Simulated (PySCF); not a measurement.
PySCF input for hydrogen sulfide (H2S), SMILES S, TDDFT-PBE0/def2-TZVPD. Geometry optimised at PBE0-D3(BJ)/def2-TZVPD.

```python
import numpy as np
from pyscf import gto, scf, dft, tdscf

mol = gto.M(
    atom='''
    S     0.00000000    0.00000000    0.10331038
    H     0.00000000   -0.96727721   -0.82648306
    H     0.00000000    0.96727720   -0.82648306
    ''',
    basis='def2-TZVPD',
    charge=0,
    spin=0,
    symmetry=True,
    max_memory=1600,
    verbose=4,
)
mf = dft.RKS(mol, xc='pbe0').density_fit(auxbasis='def2-universal-jkfit')
mf.grids.level = 3
mf.conv_tol = 1e-9
mf.max_cycle = 100
mf.kernel()
mf.grids = dft.Grids(mol).set(level=1).build(with_non0tab=True)  # coarser grid for the response kernel
td = tdscf.TDDFT(mf)
td.singlet = True
td.nstates = 10
td.conv_tol = 1e-4
td.positive_eig_threshold = 1e-6
td.kernel(x0=td.get_init_guess(mf, 15))
td.analyze()
tt = tdscf.TDA(mf)
tt.singlet = False
tt.nstates = 4
tt.conv_tol = 1e-4
tt.positive_eig_threshold = 1e-6
tt.kernel(x0=tt.get_init_guess(mf, 9))
tt.analyze(verbose=3)
```

Output:

```
PySCF version 2.14.0

[INPUT] verbose = 4
[INPUT] num. atoms = 3
[INPUT] num. electrons = 18
[INPUT] charge = 0
[INPUT] spin (= nelec alpha-beta = 2S) = 0
[INPUT] symmetry True subgroup None
[INPUT] Mole.unit = angstrom
[INPUT] Symbol           X                Y                Z      unit          X                Y                Z       unit  Magmom
[INPUT]  1 S      0.000000000000   0.000000000000   0.103310380000 AA    0.000000000000   0.000000000000   0.195228324025 Bohr   0.0
[INPUT]  2 H      0.000000000000  -0.967277210000  -0.826483060000 AA    0.000000000000  -1.827889013433  -1.561826629992 Bohr   0.0
[INPUT]  3 H      0.000000000000   0.967277200000  -0.826483060000 AA    0.000000000000   1.827888994536  -1.561826629992 Bohr   0.0

nuclear repulsion = 12.894658122371
point group symmetry = C2v
symmetry origin: [ 0.00000000e+00 -1.04984785e-09 -4.19939140e-09]
symmetry axis x: [-1. -0. -0.]
symmetry axis y: [0.00000000e+00 1.00000000e+00 2.47203312e-08]
symmetry axis z: [ 0.00000000e+00 -2.47203312e-08  1.00000000e+00]
num. orbitals of irrep A1 = 27
num. orbitals of irrep A2 = 6
num. orbitals of irrep B1 = 13
num. orbitals of irrep B2 = 18
number of shells = 26
number of NR pGTOs = 94
number of NR cGTOs = 64
basis = def2-TZVPD
ecp = {}


******** <class 'pyscf.df.df_jk.DFSymAdaptedRKS'> ********
method = DFSymAdaptedRKS
initial guess = minao
damping factor = 0
level_shift factor = 0
DIIS = <class 'pyscf.scf.diis.CDIIS'>
diis_start_cycle = 1
diis_space = 8
diis_damp = 0
SCF conv_tol = 1e-09
SCF conv_tol_grad = None
SCF max_cycles = 100
direct_scf = False
XC library pyscf.dft.libxc version 7.1.2
    S. Lehtola, C. Steigemann, M. J. T. Oliveira, and M. A. L. Marques,  SoftwareX 7, 1–5 (2018)
XC functionals = pbe0
    C. Adamo and V. Barone,  J. Chem. Phys. 110, 6158 (1999)
    M. Ernzerhof and G. E. Scuseria,  J. Chem. Phys. 110, 5029 (1999)
radial grids:
    Treutler-Ahlrichs [JCP 102, 346 (1995); DOI:10.1063/1.469408] (M4) radial grids

becke partition: Becke, JCP 88, 2547 (1988); DOI:10.1063/1.454033
pruning grids: <function nwchem_prune>
grids dens level: 3
symmetrized grids: True
atomic radii adjust function: <function treutler_atomic_radii_adjust>
small_rho_cutoff = 0
Freeze 0 electrons in irreps []
    18 free electrons in irreps A1 A2 B1 B2
Set gradient conv threshold to 3.16228e-05
Initial guess from minao.
tot grids = 38496
******** <class 'pyscf.df.df.DF'> ********
auxbasis = def2-universal-jkfit
init E= -399.168743511289
HOMO (B1) = -0.300187490749529  LUMO (B2) = -0.018570441069965  gap/eV = 7.66319
cycle= 1 E= -399.252858648652  delta_E= -0.0841  |g|= 0.164  |ddm|= 1.02
HOMO (B1) = -0.247102935682426  LUMO (A1) = 0.00358870852561921  gap/eV = 6.82167
cycle= 2 E= -399.254936649374  delta_E= -0.00208  |g|= 0.161  |ddm|= 0.303
HOMO (B1) = -0.276767078798803  LUMO (A1) = 0.0013396580574323  gap/eV = 7.56767
cycle= 3 E= -399.262583104357  delta_E= -0.00765  |g|= 0.0143  |ddm|= 0.148
HOMO (B1) = -0.277792152885757  LUMO (A1) = 0.00141042394965396  gap/eV = 7.59749
cycle= 4 E= -399.262597177018  delta_E= -1.41e-05  |g|= 0.00122  |ddm|= 0.00589
HOMO (B1) = -0.277575017359094  LUMO (A1) = 0.00159886855324842  gap/eV = 7.59671
cycle= 5 E= -399.262597612782  delta_E= -4.36e-07  |g|= 0.000696  |ddm|= 0.00182
HOMO (B1) = -0.277688247371541  LUMO (A1) = 0.00153862884435085  gap/eV = 7.59815
cycle= 6 E= -399.262597738688  delta_E= -1.26e-07  |g|= 8e-05  |ddm|= 0.000566
HOMO (B1) = -0.277693531199562  LUMO (A1) = 0.0015369474670095  gap/eV = 7.59825
cycle= 7 E= -399.262597740701  delta_E= -2.01e-09  |g|= 3.94e-06  |ddm|= 6.09e-05
HOMO (B1) = -0.277692798050188  LUMO (A1) = 0.0015374359625504  gap/eV = 7.59824
cycle= 8 E= -399.262597740708  delta_E= -7.16e-12  |g|= 2.95e-07  |ddm|= 6e-06
HOMO (B1) = -0.277692882759386  LUMO (A1) = 0.00153735291242185  gap/eV = 7.59824
Extra cycle  E= -399.262597740708  delta_E=    0  |g|= 2.01e-07  |ddm|= 5.71e-07
converged SCF energy = -399.262597740708
tot grids = 11264
Overwritten attributes  positive_eig_threshold  of <class 'pyscf.tdscf.rks.TDDFT'>


******** <class 'pyscf.tdscf.rks.TDDFT'> for <class 'pyscf.df.df_jk.DFSymAdaptedRKS'> ********
nstates = 10 singlet
deg_eia_thresh = 1.000e-03
wfnsym = None
conv_tol = 0.0001
eigh lindep = 1e-12
eigh level_shift = 0
eigh max_cycle = 100


Excitation energies (eV)
[6.00582094 6.18166833 7.50396422 7.69479843 7.98754452 8.73547944
 9.11292362 9.21792413 9.32665084 9.82076725]

** Singlet excitation energies and oscillator strengths **
Excited State   1:   A2      6.00582 eV    206.44 nm  f=0.0000
       9 -> 11        0.70519
Excited State   2:   B1      6.18167 eV    200.57 nm  f=0.0603
       9 -> 10       -0.70555
Excited State   3:   A2      7.50396 eV    165.22 nm  f=0.0000
       9 -> 12        0.70574
Excited State   4:   B1      7.69480 eV    161.13 nm  f=0.0033
       9 -> 13        0.70393
Excited State   5:   A1      7.98754 eV    155.22 nm  f=0.0008
       9 -> 14       -0.70098
Excited State   6:   B1      8.73548 eV    141.93 nm  f=0.0852
       9 -> 15       -0.61130
       9 -> 16        0.34776
Excited State   7:   A1      9.11292 eV    136.05 nm  f=0.1129
       8 -> 10       -0.68981
       9 -> 18        0.10846
Excited State   8:   B2      9.21792 eV    134.50 nm  f=0.0006
       8 -> 11        0.50038
       9 -> 17       -0.49585
Excited State   9:   B1      9.32665 eV    132.94 nm  f=0.2060
       9 -> 15       -0.33643
       9 -> 16       -0.60849
Excited State  10:   A1      9.82077 eV    126.25 nm  f=0.1542
       7 -> 11       -0.15829
       8 -> 16        0.10952
       9 -> 18        0.67088

** Transition electric dipole moments (AU) **
state          X           Y           Z        Dip. S.      Osc.
  1        -0.0000      0.0000      0.0000      0.0000      0.0000
  2        -0.6313     -0.0000     -0.0000      0.3985      0.0603
  3        -0.0000     -0.0000      0.0000      0.0000      0.0000
  4         0.1317      0.0000      0.0000      0.0173      0.0033
  5        -0.0000     -0.0000     -0.0627      0.0039      0.0008
  6        -0.6309      0.0000      0.0000      0.3981      0.0852
  7        -0.0000     -0.0000     -0.7110      0.5055      0.1129
  8         0.0000     -0.0516     -0.0000      0.0027      0.0006
  9        -0.9496      0.0000      0.0000      0.9017      0.2060
 10        -0.0000     -0.0000      0.8005      0.6408      0.1542

** Transition velocity dipole moments (imaginary part, AU) **
state          X           Y           Z        Dip. S.      Osc.
  1         0.0000      0.0000     -0.0000      0.0000      0.0000
  2        -0.1432      0.0000     -0.0000      0.0205      0.0602
  3         0.0000     -0.0000      0.0000      0.0000      0.0000
  4         0.0384     -0.0000      0.0000      0.0015      0.0035
  5        -0.0000      0.0000     -0.0214      0.0005      0.0010
  6        -0.2013     -0.0000      0.0000      0.0405      0.0842
  7         0.0000     -0.0000     -0.2371      0.0562      0.1120
  8         0.0000     -0.0194     -0.0000      0.0004      0.0007
  9        -0.3231     -0.0000      0.0000      0.1044      0.2031
 10        -0.0000      0.0000      0.2904      0.0843      0.1558

** Transition magnetic dipole moments (imaginary part, AU) **
state          X           Y           Z
  1        -0.0000      0.0000     -0.5000
  2         0.0000     -0.1540      0.0000
  3        -0.0000      0.0000     -0.0921
  4        -0.0000      0.0848     -0.0000
  5         0.0000     -0.0000     -0.0000
  6        -0.0000      0.1955     -0.0000
  7        -0.0000     -0.0000     -0.0000
  8         0.4597     -0.0000      0.0000
  9        -0.0000      0.2463      0.0000
 10         0.0000      0.0000      0.0000
Overwritten attributes  positive_eig_threshold  of <class 'pyscf.tdscf.rks.TDA'>


******** <class 'pyscf.tdscf.rks.TDA'> for <class 'pyscf.df.df_jk.DFSymAdaptedRKS'> ********
nstates = 4 triplet
deg_eia_thresh = 1.000e-03
wfnsym = None
conv_tol = 0.0001
eigh lindep = 1e-12
eigh level_shift = 0
eigh max_cycle = 100


Excitation energies (eV)
[5.43816796 5.7179558  7.45859266 7.57192121]

** Triplet excitation energies and oscillator strengths **
Excited State   1:   A2      5.43817 eV    227.99 nm  f=0.0000
Excited State   2:   B1      5.71796 eV    216.83 nm  f=0.0000
Excited State   3:   A2      7.45859 eV    166.23 nm  f=0.0000
Excited State   4:   B1      7.57192 eV    163.74 nm  f=0.0000
```

The calculation finished and met its thresholds.
